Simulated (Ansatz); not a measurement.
## [Br···H···Si], triplet: transfer scan

Starting geometry:

```yaml
atoms:
  - { symbol: Br, position_ang: [0.0000, 0.0000, -1.6789] }
  - { symbol: H, position_ang: [0.0000, 0.0000, -0.2583] }
  - { symbol: Si, position_ang: [0.0000, 0.0000, 1.9371] }
```

From there H2 is moved from one fragment to the other while all else, the fragments' distance too, stays fixed; atoms are numbered as listed. Energies are in kJ/mol, counted from the starting geometry at the same level. Kohn–Sham curves are unrestricted where that lies lower.

Basis cc-pVTZ; Ansatz 0.2.0. Only valence electrons are correlated (noble-gas cores and the filled d shells of p-block atoms frozen). Prefix R: restricted or restricted open-shell reference; prefix U: unrestricted. No spin–orbit coupling is included, and no scalar relativity.

Functionals correlate the shells that the reference freezes, so part of their error here is the reference's.

Full CI isn't at hand for all of this; UCCSDT(Q) serves as the reference, and is uncertain by about the last step of the cluster series.

| distance Br1-H2 (Å) | UCCSDT(Q) | PBE | r2SCAN | B3LYP | wB97X-V | wB97M-V | B2PLYP | RPA-PBE |
| --- | --- | --- | --- | --- | --- | --- | --- | --- |
| 1.421 | 0.0 | 0.0 | 0.0 | 0.0 | 0.0 | 0.0 | 0.0 | 0.0 |
| 1.529 | 3.3 | -6.4 | -3.3 | -3.1 | 1.5 | 1.4 | 0.2 | 3.3 |
| 1.744 | 28.9 | 4.3 | 11.4 | 10.1 | 22.6 | 23.0 | 19.7 | 26.7 |
| 1.960 | 43.0 | 16.9 | 23.9 | 18.0 | 33.1 | 33.2 | 30.8 | 37.1 |
| 2.176 | 66.2 | 49.1 | 53.3 | 42.2 | 56.7 | 54.8 | 54.9 | 57.6 |
